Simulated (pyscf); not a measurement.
`[AsH][InH2]` [doublet] + `[H][H]` -> `[AsH2][InH]` [doublet] + `[H][H]`, a concerted two-bond exchange (doublet surface; H–H, H–In broken, As–H, H–H formed). Structures and frequencies: ωB97X-D3(BJ)/def2-SVP in PySCF. Energies in kcal/mol from the separated reactants.

Small-basis levels: PySCF, no dispersion term, spherical d functions. AM1 to PM7: differences of heats of formation from MOPAC, which are fitted to 298 K values and so differ in kind from electronic energies by zero-point and thermal terms. GFN2-xTB: tblite. Open shells are spin-unrestricted. 

```tsv
level	barrier	reaction energy
HF/6-31G*+LANL2DZ	63.0	+1.4
MP2/6-31G*+LANL2DZ	55.1	-2.6
BP86/6-31G*+LANL2DZ	33.0	-5.7
B3LYP/LANL2DZ	40.2	-3.4
B3LYP/6-31G*+LANL2DZ	40.8	-3.4
M06-2X/6-31G*+LANL2DZ	40.1	-2.7
B3LYP/def2-SVP	32.7	-9.1
GFN2-xTB	8.1	-13.9
PM7	38.3	-43.6
ωB97M-D3(BJ)/def2-TZVP	38.8	-5.8
```

Against the last row the barrier runs from -30.7 (GFN2-xTB) to +24.2 kcal/mol (HF/6-31G*+LANL2DZ). ωB97M-D3(BJ)/def2-TZVP has limits of its own. This is the saddle that the search found; another between the same sides may lie lower. In the def2 sets elements up to Kr have no core potential. In the def2 sets elements past Kr carry core potentials, without spin-orbit coupling.
